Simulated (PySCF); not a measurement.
Vibration and rotation of NaS

UHF-CCSD(T) constants of NaS, ²Π (doublet), unpaired electrons π ↑ (PySCF, no relativity, basis sets Na 6-311G(d,p), S 6-311G(d,p); masses 22.9898 and 31.9721 u):

* ωe: 334.8 cm⁻¹
* ωexe: 1.57 cm⁻¹
* Be: 0.20093 cm⁻¹
* αe: 0.00141 cm⁻¹
* De to Na + S: 2.17 eV

(1) What force constant and bond length do these constants imply?

(2) Estimate the centrifugal constant D from the Kratzer relation and find the Dunham coefficient a1.

Correlated steps freeze 6 core orbitals. The state was picked by a PBE0 search and need not be the measured ground state.

## Answers

(1) Reduced mass μred = 13.373 u; k = 5.8918×10⁻⁷·μred·ωe² (u, cm⁻¹, mdyn/Å) = 0.883 mdyn/Å; Re = √(16.8576/(μred·Be)) (u, cm⁻¹, Å) = 2.505 Å.

(2) D = 4Be³/ωe² = 2.89e-07 cm⁻¹; a1 = −1 − αeωe/(6Be²) = -2.95.
